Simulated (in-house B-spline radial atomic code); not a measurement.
The numbers below are computed, except where a source is named.
**Stopping and range of 200 keV P in Si**

The pair potential comes from two frozen, spherical free-atom densities (PBE, B-spline radial code, scalar-relativistic past argon): electrostatics plus the change in Thomas-Fermi kinetic and Dirac exchange energy where they overlap, the recipe behind the universal ZBL potential, which averages such potentials (from solid-state densities) over many pairs. It is written V = (Z1 Z2 e²/r) φ(r/a), with e² = 14.3996 eV·Å and a = 0.46850 Å/(Z1^0.23 + Z2^0.23); ZBL's fit is φ = 0.18175 e^(−3.1998x) + 0.50986 e^(−0.94229x) + 0.28022 e^(−0.4029x) + 0.02817 e^(−0.20162x). Where φ falls below 4e-4 it is continued as an exponential.

The target is taken as amorphous, with density 2.329 g/cm³ (NSM archive of the Ioffe Institute); channelling is ignored. Masses: P 30.97, Si 28.09 u. Nuclear stopping is S_n = 4π a Z1 Z2 e² M1/(M1 + M2) × s_n(ε), with s_n integrated over impact parameters for each pair. Electronic stopping is Lindhard and Scharff's S_e = Z1^(1/6) 8π e² a0 Z1 Z2/(Z1^(2/3) + Z2^(2/3))^(3/2) × v/v0, with a0 = 0.529177 Å and v = v0 at 24.801 keV/u; it misses the oscillations with Z1 seen in experiment, which reach tens of per cent. Compounds add by atom fraction.

| target atom | a (Å) | ε at this energy | s_n, this pair | s_n, ZBL potential |
| --- | --- | --- | --- | --- |
| Si | 0.12665 | 3.984 | 0.2111 | 0.1982 |

Problem. What are the atom density and the stopping powers at entry?

Solution. N = 2.329 × 0.602214/28.09 = 0.04993 atoms/Å³. For Si: S_n = 2524 × 0.2111 = 532.9 eV·Å², S_e = 1.7575 × √200000 = 786 eV·Å². Averaged over the target's atoms and times N × 10 Å/nm, the ion loses N S_n = 266 eV/nm to recoils and N S_e = 392 eV/nm to electrons; the nuclear share is 40 %.

Along the track:

| E (keV) | N S_n (eV/nm) | N S_e (eV/nm) |
| --- | --- | --- |
| 10 | 475 | 87.8 |
| 30 | 466 | 152 |
| 60 | 412 | 215 |
| 100 | 353 | 277 |
| 150 | 302 | 340 |
| 200 | 266 | 392 |

Problem. Estimate the path length and the projected range.

Solution. With continuous slowing down the path is the integral of dE/(N (S_n + S_e)). Trapezoids over the table give 301 nm, and the stretch below the first row, with stopping taken as √E, adds 2E/(N S) = 36 nm: 337 nm in all, against 325 nm on a fine grid from 5 eV. Deflections shorten the depth: to first order in the energy passed on, N (S_n + S_e) dR_p/dE = 1 − N S_n (M2/M1) R_p/(2E), summed over the target's atoms, and integrating this on the fine grid gives R_p = 253 nm, 0.78 of the path. Lindhard's rule of thumb R/(1 + M2/3M1), with mean M2/M1 = 0.91, gives 249 nm. On the ZBL potential the same equation gives 266 nm, and the full integral equation, which keeps hard collisions, 278 nm.
